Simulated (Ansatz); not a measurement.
A calculation with Ansatz (development build ahead of 0.2.0).

```yaml
crystal:
  periodic: [false, false, false]
  atoms:
    - { symbol: O, position_ang: [0.0, 0.0, 0.0] }
    - { symbol: F, position_ang: [0.0, 0.0, 3.048] }
basis:
  gaussian: { orbitals: pcseg-2 }
magnetization:
  initial_magnetization: 1
hamiltonian:
  xc: pbe0
```

The input is written out in the form of the current development build from the run's settings.

Output:

```yaml
Converged: yes
Total_energy: -174.58097 hartree
Spin_squared_of_the_determinant: 0.750
Stability_test: minimum among restricted orbitals
```

Caution: stretched shape with no unrestricted run beside it, a lower state can exist; charge can spread falsely over distant fragments.
